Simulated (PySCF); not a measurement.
Gas-phase reaction: HBNH + 2 H2 = BH3 + NH3, at 1400 K and a standard pressure of 1 bar. Level: LDA/def2-TZVP†.

Energies from PySCF, thermal terms from the rigid-rotor harmonic-oscillator model, ideal gas at 1 bar. † marks an energy on the PBE0/def2-TZVP geometry and frequencies. All species are closed-shell singlets. HBNH: computed as isolated molecules; such fragments, hydroxides, amides, oligomers or adducts are transient or little studied in the gas. The harmonic model lacks anharmonicity and excited electronic states, which grow with temperature; levels with a mode under 35 cm⁻¹ are left out.

| species | E (Ha) | H(1400 K) − E (kJ/mol) | S°(1400 K) (J/mol/K) |
|---|---|---|---|
| HBNH | -80.09016 | 147.2 | 303.5 |
| H2 | -1.13681 | 67.7 | 175.9 |
| BH3 | -26.27292 | 139.9 | 267.3 |
| NH3 | -56.10068 | 155.7 | 264.2 |
E: electronic energy; H − E holds the zero-point and thermal terms. 1 Ha = 2625.5 kJ/mol.

### Question
Work out ΔH°, ΔS°, ΔG° and log10 K from these numbers.

### Answer
1. ΔE = 1×(-26.27292) + 1×(-56.10068) − 1×(-80.09016) − 2×(-1.13681) = -0.00982 Ha = -25.8 kJ.
2. Δ(H − E) = 1×(139.9) + 1×(155.7) − 1×(147.2) − 2×(67.7) = 13.0 kJ, so ΔH° = -12.8 kJ.
3. ΔS° = 1×(267.3) + 1×(264.2) − 1×(303.5) − 2×(175.9) = -123.8 J/K; the number of gas molecules changes by -1.
4. ΔG° = ΔH° − TΔS° = -12.8 − 1400×(-123.8)/1000 = 160.5 kJ.
5. log10 K = −ΔG°/(RT ln 10) = -5.99, with RT ln 10 = 26.80 kJ/mol; at standard pressures the reactants are favoured.
6. A shift of 10 kJ in ΔE would move log10 K by 0.37 here.
7. Lowering the total pressure from 1 bar to 0.01 bar multiplies the mole-fraction quotient K_x = K (p/p°)^(−Δn) by 10^-2, which pushes the balance towards the reactants.
For scale, ΔH°(298 K) is 7 kJ at this level, 7 kJ at ωB97M-V/def2-TZVP†, and runs from -40 to 34 kJ over the 20 levels computed.
